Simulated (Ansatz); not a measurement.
# BHNS: the cost of one run

Computed with Ansatz 0.2.0, Gaussian basis. Level: the settings change from run to run.

42 further runs of the same task are left out: 5 for a known fault of the program, 1 for a mislabelled method, 29 that didn't finish, 7 set aside as unsound or not needed.

### Step 1. What is computed

The geometry derives from a PBE0/def2-TZVP stationary point (not a proven minimum). One bond is set to the value named and the two fragments are kept rigid.

4 atoms, charge 0, spin multiplicity 4.

Atoms are counted from 1 here; the program's logs count them from 0.

Bond lengths: S2–N3 1.651 Å, N3–H4 1.029 Å. Angles: S2–N3–H4 104.0°.

### Step 2. CCSDT(Q)/B/6-31G

Contents of in.yaml:

```yaml
crystal:
  periodic: [false, false, false]
  atoms:
    - {symbol: B, position_ang: [0.000000, -0.946591, 1.855534]}
    - {symbol: S, position_ang: [0.000000, 0.492682, 0.029577]}
    - {symbol: N, position_ang: [0.000000, -0.417299, -1.348309]}
    - {symbol: H, position_ang: [0.000000, 0.278512, -2.106500]}
basis:
  gaussian: {orbitals: 6-31G}
magnetization: {spin_polarized: true, initial_magnetization: 3}
hamiltonian: {xc: {name: B3LYP}}
correlation: {method: ccsdt_q_b, electrons: outside_noble_gas}
scf: {lower_state_search: off}
```

Command:

```
$ ansatz run in.yaml --threads 1 --pin off --events-out ev --progress --plain --max-ram 2393MiB
```

Q: Estimate wall time and peak memory on 1 thread of AMD EPYC, shared host.

About 46 s, with a peak of 0.31 GiB.
